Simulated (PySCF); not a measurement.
Excitation energies in several basis sets

Species: SiH4.
Structure used (PBE0-D3(BJ)/def2-SVP), in Å, numbered top down from 1:
```
atom  x, y, z in Å
Si1    0.0186   -0.0207   -0.0194
H2    -0.1754    1.2070   -0.8463
H3    -0.7291    0.1209    1.2649
H4     1.4723   -0.2027    0.2677
H5    -0.4943   -1.2092   -0.7634
```

TDDFT with PBE0 (PySCF), vertical singlets, core orbitals frozen in the response, spherical d and f functions. Isolated species at its PBE0-D3(BJ)/def2-SVP geometry, gas phase.

| basis | functions | diffuse | S1 (eV) | S2 (eV) | S3 (eV) | S4 (eV) | S5 (eV) | LUMO (eV) | α (au) |
| --- | --- | --- | --- | --- | --- | --- | --- | --- | --- |
| 6-31G* | 26 | no | 9.66 | 9.66 | 9.66 | 9.89 | 9.89 | 1.56 | 22.8 |
| 6-31+G* | 30 | yes | 8.96 | 8.97 | 8.97 | 9.63 | 9.64 | 0.27 | 24.7 |
| def2-SVP | 38 | no | 9.53 | 9.53 | 9.53 | 9.79 | 9.80 | 1.46 | 26.6 |
| def2-SVPD | 56 | yes | 9.16 | 9.16 | 9.16 | 9.18 | 9.19 | 0.55 | 31.9 |
| def2-TZVP | 61 | no | 9.16 | 9.17 | 9.17 | 9.38 | 9.39 | 1.05 | 29.6 |
| aug-cc-pVDZ | 63 | yes | 8.74 | 8.75 | 8.75 | 8.99 | 8.99 | 0.01 | 32.5 |
| def2-TZVPD | 79 | yes | 9.01 | 9.01 | 9.02 | 9.02 | 9.02 | 0.38 | 32.2 |
| aug-cc-pVTZ | 142 | yes | 8.73 | 8.74 | 8.74 | 8.93 | 8.93 | -0.03 | 32.5 |

Question: Compare the sets with the largest diffuse one.

Answer: States are compared by their number. Against the largest diffuse basis here (aug-cc-pVTZ, itself not a converged limit), sets without diffuse functions differ by up to 0.92 eV in S1 and 0.96 eV in S5; the smaller diffuse sets differ by up to 0.42 and 0.70 eV. State by state, the largest deviation of a set without diffuse functions is S1 0.92, S2 0.92, S3 0.92, S4 0.96, S5 0.96 eV. The same number needn't mean the same state in each row. Against aug-cc-pVTZ the polarisability deviates by -30% in 6-31G*, -24% in 6-31+G*, -18% in def2-SVP, -2% in def2-SVPD, -9% in def2-TZVP, 0% in aug-cc-pVDZ, -1% in def2-TZVPD. A single + in a Pople set puts diffuse functions on heavy atoms only.
